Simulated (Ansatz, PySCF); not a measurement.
Cohesive energy (eV/atom) along a series of related solids, from PBE (Ansatz, a quantum-chemistry and plane-wave program, PySCF; the runs differ in potentials, basis or settings).

| solid | PBE |
|---|---|
| zinc-blende BAs | 4.64 |
| zinc-blende AlAs | 3.60 |
| zinc-blende GaAs | 3.15 |
| zinc-blende InAs | 2.88 |

A member of the series is missing where a level wasn't run or failed, where a doubt is noted on the run or the magnetic state, for phases of high temperature or layered ones, and where values are held back for tests.

Spin–orbit coupling is left out, also for the solids with elements from indium on (zinc-blende InAs); its size isn't shown.

Free atoms are spin-polarised, in the lowest state found; at levels without +SOC their spin–orbit coupling is left out. The solid named is at each level's own relaxed cell; a reference phase can be a single point on another level's cell. Ansatz's density-functional and Hartree–Fock values are scalar-relativistic unless marked +SOC, with PAW data made under PBE.
